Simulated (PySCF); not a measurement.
Delta-SCF ions had no search for a lower state. 

Cartesian coordinates (Å):
```xyz
20

C     -3.9032     1.3450    -0.0053
C     -3.3546     2.4403    -0.0058
C     -2.3671     3.3824    -0.0057
C     -1.2795     3.9460    -0.0051
C      0.0730     4.1277    -0.0039
C      1.2842     3.9444    -0.0025
C      2.4853     3.2964    -0.0005
C      3.3575     2.4362     0.0012
C      3.9483     1.2060     0.0029
C      4.1483    -0.0025     0.0044
C      3.9032    -1.3450     0.0055
C      3.3546    -2.4403     0.0060
C      2.3671    -3.3824     0.0058
C      1.2795    -3.9460     0.0049
C     -0.0731    -4.1277     0.0036
C     -1.2842    -3.9444     0.0023
C     -2.4853    -3.2965     0.0005
C     -3.3574    -2.4363    -0.0011
C     -3.9483    -1.2061    -0.0029
C     -4.1483     0.0025    -0.0043
```
Charge 0, multiplicity 1.

Estimate the HOMO, LUMO and vertical ionisation energy (Delta-SCF) that CAM-B3LYP-D3(BJ)/def2-SVP (PySCF 2.14.0) returns for this input.


```yaml
HOMO: -7.42 eV
LUMO: -2.82 eV
vertical ionisation energy (Delta-SCF): 7.96 eV
```
